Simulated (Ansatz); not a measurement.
# NHCl (quartet): wave-function methods side by side at distance Cl1–H2 along a hydrogen transfer = 1.279 Å, cc-pVTZ

How much of the correlation energy of NHCl (quartet) does each wave-function method recover here?

The runs use Ansatz 0.2.0, Gaussian basis; cc-pVTZ, core rule «outside noble gas», up to 6 orbitals frozen.

The runs, in order: UHF; CCSD(T) on ROHF; CCSD(T) on UHF; BCCD(T) on ROHF; CCSDT(Q) on ROHF; CCSDT(Q) on UHF; CASSCF and MRCISD+Q, 5 electrons in 5 orbitals; CASSCF and NEVPT2, 5 electrons in 5 orbitals; CASSCF and MRCISD+Q, 13 electrons in 9 orbitals; CASSCF and NEVPT2, 13 electrons in 9 orbitals.

**1. The geometry**

The geometry derives from fragments relaxed apart (PBE0/def2-TZVP) and kept rigid, so it is no stationary point. A hydrogen atom is moved between rigid fragments.

3 atoms, charge 0, spin multiplicity 4.

Atoms are counted from 1 here; the program's logs count them from 0.

Bond lengths: Cl1–H2 1.279 Å.

**2. UHF**

Contents of in.yaml:

```yaml
crystal:
  periodic: [false, false, false]
  atoms:
    - {symbol: Cl, position_ang: [0.000000, 0.000000, -1.304267]}
    - {symbol: H, position_ang: [0.000000, 0.000000, -0.025467]}
    - {symbol: N, position_ang: [0.000000, 0.000000, 1.329733]}
basis:
  gaussian: {orbitals: cc-pVTZ}
magnetization: {spin_polarized: true, initial_magnetization: 3}
hamiltonian: {xc: hf}
output: {orbitals: {seedname: orbitals}}
```

Launch:

```
> ansatz run in.yaml --threads 1 --pin off --events-out ev --progress --plain --max-ram 2816MiB --backend cpu
```

Further steps of the session: CCSD(T) on ROHF; CCSD(T) on UHF; BCCD(T) on ROHF; CCSDT(Q) on ROHF; CCSDT(Q) on UHF; CASSCF and MRCISD+Q, 5 electrons in 5 orbitals; CASSCF and NEVPT2, 5 electrons in 5 orbitals; CASSCF and MRCISD+Q, 13 electrons in 9 orbitals; CASSCF and NEVPT2, 13 electrons in 9 orbitals.

**Question.** What will the summary of the whole plan be? Wanted: UCCSDT(Q) below the RHF energy; RMP2 from UCCSDT(Q); UMP2 from UCCSDT(Q); RCCSD from UCCSDT(Q); RCCSD(T) from UCCSDT(Q); UCCSD(T) from UCCSDT(Q); RCCSDT(Q) from UCCSDT(Q); NEVPT2 pair from UCCSDT(Q); MRCISD+Q pair from UCCSDT(Q).

As calculated:

```
                         quantity                                                   value
   UCCSDT(Q) below the RHF energy                                              -9.9403 eV
              RMP2 from UCCSDT(Q)                                             +1321.2 meV
              UMP2 from UCCSDT(Q)                                             +1299.5 meV
             RCCSD from UCCSDT(Q)                                              +369.2 meV
          RCCSD(T) from UCCSDT(Q)                                               +43.2 meV
          UCCSD(T) from UCCSDT(Q)                                               +39.9 meV
         RCCSDT(Q) from UCCSDT(Q)                                                +3.8 meV
       NEVPT2 pair from UCCSDT(Q)                                             +1359.4 meV
     MRCISD+Q pair from UCCSDT(Q)                                              +181.8 meV
    NEVPT2 valence from UCCSDT(Q)                                             +1902.9 meV
levels within 1 kcal/mol (43 meV)  RCCSD(T), UCCSD(T), BCCD(T), RCCSDT, UCCSDT, RCCSDT(Q)
                    T1 diagnostic                                                   0.021
   effectively unpaired electrons                                                    3.00
```

In words: RCCSD(T) lands +43.2 meV from the yardstick (0.4 % of the correlation energy). One determinant dominates. Of the multireference levels listed MRCISD+Q valence comes nearest in total energy (+165.0 meV), which doesn't show that its space is the better one. These misses are within one basis, not against nature; the frozen cores of restricted and unrestricted runs differ, which can shift their rows.
